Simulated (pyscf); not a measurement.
Thermochemistry of product channels of H₃C–SH + H atom (H•) on the doublet surface, in kcal/mol, from ωB97M-D3(BJ)/def2-TZVP energies (ideal gas, 1 atm, RRHO with modes under 100 cm⁻¹ raised to 100, one conformer, R ln 2 for rigid chiral ones). Optimised with ωB97X-D3(BJ)/def2-SVP in PySCF.

```tsv
products	ΔE	ΔH(298 K)	ΔG(298 K)	ΔG(900 K)
methylene (CH₂) [triplet] + SH• + hydrogen (H₂)	+88.5	+82.6	+71.9	+49.2
methane (CH₄) + SH•	-32.4	-29.4	-30.2	-30.7
H₃C–S• + hydrogen (H₂)	-16.6	-16.6	-17.5	-19.3
```

These are energies of the channels, which say nothing of barriers. Left out: orbital degeneracy and the spin-orbit lowering of SH. The orbital near-degeneracy of the XH₃O or XH₃S radical is left out.
